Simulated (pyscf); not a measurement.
NH₃ + HC⁻=CH₂ → NH₂⁻ + H₂C=CH₂ (proton transfer; singlet surface; H–N broken, C–H formed). PySCF, gas phase, ωB97X-D3(BJ)/def2-SVPD geometries. Correlated levels are frozen-core, on RHF or UHF. ΔMP2 is the change of the MP2 total energy from the triple- to the quadruple-zeta basis. Energies in kcal/mol from the separated reactants.

```tsv
level	barrier	reaction energy
ωB97X-D3(BJ)/def2-TZVPD	[?]	-1.7
PBE/def2-TZVPD	-10.7	-1.7
r²SCAN/def2-TZVPD	-8.8	-1.3
PBE0-D3(BJ)/def2-TZVPD	-8.6	-0.9
M06-2X/def2-TZVPD	-6.4	-1.2
HF/def2-TZVPD	5.7	+0.5
CCSD(T)/def2-TZVPPD + ΔMP2(QZVPPD)	[?]	[?]
```

Problem. Fill in the missing entries.

Solution. 
- ωB97X-D3(BJ)/def2-TZVPD, barrier: -5.5
- CCSD(T)/def2-TZVPPD + ΔMP2(QZVPPD), barrier: -4.8
- CCSD(T)/def2-TZVPPD + ΔMP2(QZVPPD), reaction energy: -2.8

Of the functionals in the table, ωB97X-D3(BJ) is closest to CCSD(T)/def2-TZVPPD + ΔMP2(QZVPPD) in the barrier (0.7 kcal/mol apart) and PBE least close (5.9 kcal/mol); that level has limits of its own. On the reactant side the descent ends in a bound adduct, 12.1 kcal/mol under the separated species and 6.6 kcal/mol under the saddle at ωB97X-D3(BJ)/def2-TZVPD. On the product side the descent ends in a bound adduct, 10.2 kcal/mol under the separated species and 6.4 kcal/mol under the saddle at ωB97X-D3(BJ)/def2-TZVPD. At ωB97X-D3(BJ), PBE, r²SCAN, PBE0-D3(BJ), M06-2X, CCSD(T) the saddle lies under the separated reactants, which points to a path from their complex (located at ωB97X-D3(BJ) alone). At ωB97X-D3(BJ), PBE, r²SCAN, PBE0-D3(BJ), M06-2X, CCSD(T) the saddle lies under the separated products, which points to a path from their complex (located at ωB97X-D3(BJ) alone). This is the saddle that the search found; another between the same sides may lie lower. The angle at the transferred H is 178°. The CCSD(T) − MP2 part came from Ansatz, without density fitting, on the same reference.
